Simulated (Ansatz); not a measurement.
**How far each method lies from UCCSDT(Q) for AsH₂, doublet**

Geometry: a PBE0/def2-TZVP stationary point for this spin, not checked as a minimum.

```yaml
atoms:
  - { symbol: As, position_ang: [0.0000, -0.0281, 0.0000] }
  - { symbol: H, position_ang: [0.0000, 1.0445, -1.0859] }
  - { symbol: H, position_ang: [0.0000, 1.0445, 1.0859] }
```

Basis cc-pVTZ; Ansatz 0.2.0. Only valence electrons are correlated (noble-gas cores and the filled d shells of p-block atoms frozen), which leaves 7 electrons in 57 orbitals. R marks a restricted (for open shells ROHF) determinant, U an unrestricted one. Active spaces: valence = (7e, 6o) chosen from the atoms' valence shells. No spin–orbit coupling is included, and no scalar relativity.

Full CI isn't at hand for all of this; UCCSDT(Q) serves as the reference, and is uncertain by about the last step of the cluster series. The frozen core follows each run's orbitals, which can shift R against U totals by a few meV for light atoms and by up to 0.1 eV past Ca.

The UHF ⟨S²⟩ is 0.765 and the T1 diagnostic (RCCSD) is 0.0180. The largest doubles amplitude (RCCSD) is 0.056. The T1 diagnostic (UCCSD) is 0.0135.

| level | E − E(UCCSDT(Q)) (kcal/mol) | share of correlation (%) | wall time |
| --- | --- | --- | --- |
| UHF | 97.73 | 2.89 | – |
| UMP2 | 18.93 | 81.19 | – |
| UCCSD | 3.52 | 96.50 | – |
| UCCSD(T) | 0.58 | 99.43 | 7.5 s |
| UCCSDT | 0.09 | 99.91 | – |

The correlation energy at UCCSDT(Q), counted from RHF, is -4.364 eV. That run took 47 s on 1 thread of Intel Xeon Platinum 8259CL, shared host.

Run but not shown, since their state or frozen core can't be matched to the reference's or they repeat it: RHF, RMP2, CISD, RCCSD, RCCSD(T), BCCD(T), RCCSDT, RCCSDT(Q), CASSCF (valence space), NEVPT2 (valence space), NEVPT4(SD) (valence space), MRCISD (valence space), MRCISD+Q (valence space).

Times hold each run's SCF and search for its determinant on a shared host, so for small cases they say little of a method's own cost; they ran on 1 thread of Intel Xeon Platinum 8259CL.

Natural occupations of CASSCF (valence space) about the gap: 1.994 1.973 1.966 1.000 0.037 0.029; effectively unpaired electrons, Σ n²(2−n)², 1.02.

Atomization energy (electronic, same basis, no zero-point term; atoms at the same level, unrestricted beside the R rows where the molecule is a closed shell, but restricted open-shell past Ca, as are all atoms' steps beyond CCSDT(Q)) at UCCSDT(Q): 565.3 kJ/mol. Errors of other levels:

```json
{"level": "UHF", "error (kJ/mol)": "-173.3"}
{"level": "UMP2", "error (kJ/mol)": "-32.5"}
{"level": "UCCSD", "error (kJ/mol)": "-5.5"}
{"level": "UCCSD(T)", "error (kJ/mol)": "-0.7"}
{"level": "UCCSDT", "error (kJ/mol)": "-0.2"}
```

This basis is far from its limit, so the value isn't to be set against a measured one.
